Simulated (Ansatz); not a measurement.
in.yaml

```yaml
crystal:
  periodic: [false, false, false]
  atoms:
    - {symbol: H, position_ang: [0.000000, 0.000000, -1.109333]}
    - {symbol: H, position_ang: [0.000000, 0.000000, -0.173333]}
    - {symbol: S, position_ang: [0.000000, 0.000000, 1.282667]}
basis:
  gaussian: {orbitals: 6-31G}
magnetization: {spin_polarized: false, initial_magnetization: 2}
correlation: {method: fic_mrcisd_q, electrons: outside_noble_gas, active_space: {window: {electrons: 4, orbitals: 4}}}
```

```sh
$ ansatz run in.yaml --threads 1 --pin off --events-out ev --progress --plain --max-ram 2393MiB
```

The program prints:

```
204 factors; integrals over basis functions are off by at most 6.3e-4 eV
mean field evaluation 1: about -10844.0801 eV, gradient 7.3e0 eV
mean field evaluation 2: about -10844.0813 eV, gradient 7.3e0 eV
mean field evaluation 4: about -10844.3762 eV, gradient 2.8e-1 eV
mean field evaluation 8: about -10844.3767 eV, gradient 1.1e-6 eV
mean field evaluation 16: about -10844.3767 eV, gradient 2.3e-4 eV
mean field evaluation 32: about -10844.3763 eV, gradient 2.6e-1 eV
mean field -10844.37673363 eV, -398.5234943785 hartree, gradient 1.9e-6 eV, S^2 2.000000; 5 other end points of the search recorded, 0 dependent functions left out
reference -10844.37673363 eV, -398.5234943785 hartree; 10, 8 occupied and 7, 9 virtual orbitals, 204 factors
state -10845.13751989 eV, -398.5514527578 hartree
contracted CI cycle   1: correlation 0.00000000 eV, 0.0000000000 hartree, residual 6.86e0 eV
contracted CI cycle   2: correlation -0.93658331 eV, -0.0344188017 hartree, residual 1.30e0 eV
contracted CI cycle   3: correlation -0.97279479 eV, -0.0357495490 hartree, residual 3.08e-1 eV
contracted CI cycle   4: correlation -0.97441294 eV, -0.0358090149 hartree, residual 8.88e-2 eV
contracted CI cycle   5: correlation -0.97456168 eV, -0.0358144813 hartree, residual 2.77e-2 eV
contracted CI cycle   6: correlation -0.97457829 eV, -0.0358150916 hartree, residual 1.06e-2 eV
contracted CI cycle   7: correlation -0.97458098 eV, -0.0358151903 hartree, residual 4.16e-3 eV
contracted CI cycle   8: correlation -0.97458133 eV, -0.0358152033 hartree, residual 1.24e-3 eV
state -10845.13751989 eV, -398.5514527578 hartree; corrected -10846.13382757 eV, -398.5880663895 hartree
Total energy: -10846.13382757 eV, -398.5880663895 hartree
```

Natural occupations: 1.9655 1.0000 0.9999 0.0346.

For the same geometry and basis full CI lies 8.7 meV lower.

Ran on 1 thread of Intel Xeon Platinum 8488C, shared host: 0.51 s wall, 0.13 GiB peak host memory.
